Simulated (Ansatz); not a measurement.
Basis-set extrapolation for `C1NCO1` (PBE0-D4/def2-TZVP geometry, frozen core, Ansatz 0.2.0). Multiplicity 1, RHF reference.

|  | def2-TZVPP | def2-QZVPP |
| --- | --- | --- |
| HF | -207.983894 | -207.993653 |
| MP2 correlation | -0.774469 | -0.829292 |
| CCSD(T) correlation | -0.831797 | not run |

Energies in hartree. Use E(X) = E(∞) + A·exp(−7.88·√X) for Hartree–Fock and E(X) = E(∞) + B·X^(−2.97) for correlation, with X = 3 and 4, and add CCSD(T) minus MP2 of the smaller set to the MP2 limit.

Question: What is the CCSD(T) energy at the basis-set limit?

Answer: HF limit: -207.993653 + (-0.009759) × 0.13774 = -207.99500. MP2 limit: -0.829292 + (-0.054823) × 0.74074 = -0.86990. Higher-order term: -0.831797 − (-0.774469) = -0.05733. Total: -208.92223 hartree, 66.9 kcal/mol below CCSD(T)/def2-TZVPP.
